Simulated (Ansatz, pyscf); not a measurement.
ethyl (•H₂C–CH₃) + H atom (H•) → methane (CH₄) + methylene (CH₂) [triplet], a substitution at C on the triplet surface: C–C broken, C–H formed. Single points on ωB97X-D3(BJ)/def2-SVP structures (PySCF, gas phase). Wave-function energies: Ansatz (an electronic-structure program), frozen core, RHF or UHF references. In kJ/mol, from the separated reactants.

```csv
level,barrier,reaction energy
B3LYP-D3(BJ)/def2-TZVP,147.12,-26.27
PBE/def2-TZVP,138.14,-9.59
CCSD(T)/cc-pV(D+d)Z,169.24,-35.81
CCSDT(Q)/cc-pV(D+d)Z,(withheld),(withheld)
CCSD(T)/cc-pV(T+d)Z,161.60,-35.51
CCSD(T)/cc-pV(Q+d)Z,(withheld),-32.57
```

### Question
What belongs in the gaps?

### Answer

- CCSDT(Q)/cc-pV(D+d)Z, barrier: 167.94
- CCSDT(Q)/cc-pV(D+d)Z, reaction energy: -35.62
- CCSD(T)/cc-pV(Q+d)Z, barrier: 161.12

In cc-pV(D+d)Z, going from CCSD(T) to CCSDT(Q) shifts the barrier by -1.30 and the reaction energy by +0.18 kJ/mol. With HF in the quadruple-zeta basis and the correlation energy extrapolated as X⁻³ from X = 3, 4, CCSD(T) gives 160.63 and -30.55; adding the double-zeta shift gives ΔE‡ = 159.33 and ΔE = -30.36 kJ/mol, without core correlation, relativity or geometry relaxation at these levels. Abstraction by the radical was not located in this set and often lies lower. •H₂C–CH₃ + H• also meet on a surface of lower spin, which isn't treated here. One saddle was located; it need not be the lowest between these sides. The angle at the attacked C is 180°. The CCSD(T) − MP2 part came from Ansatz, without density fitting, on the same reference.
